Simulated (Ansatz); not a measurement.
Reactions of C$_{4}$H$_{4}$OS (`O=C1CC=CS1`).

Program: Ansatz. Geometries: PBE0-D4/def2-TZVP. ΔE: electronic, gas phase. CCSD(T)/CBS adds triple-zeta CCSD(T) − MP2 to the extrapolated MP2 energy (def2 sets, frozen cores). This one scheme is used for every species, atoms too. Functionals use def2-TZVPP. No spin–orbit coupling; open shells (•) take unrestricted orbitals. Spin–orbit coupling would lower the free atoms: a little for C, O, S. Each species was taken in one conformer, which may not be the lowest.

| reaction | CCSD(T)/CBS(def2) (kJ/mol) |
| --- | --- |
| `O=C1CC=CS1` → `Oc1ccsc1` | 4 |
| `O=C1CC=CS1` → `C=CSC#CO` | 270 |
| `O=C1CC=CS1` → `CC#COC=S` | 266 |
| `O=C1CC=CS1` → 4 C• + 4 H• + O• + S• | ? |

(1) Fill in the missing values. (Estimate.)

Largest T1 diagnostic: 0.016, for `O=C1CC=CS1`.

Results:

(1) Ansatz gave: `O=C1CC=CS1` → 4 C• + 4 H• + O• + S•: +4445.0 kJ/mol.
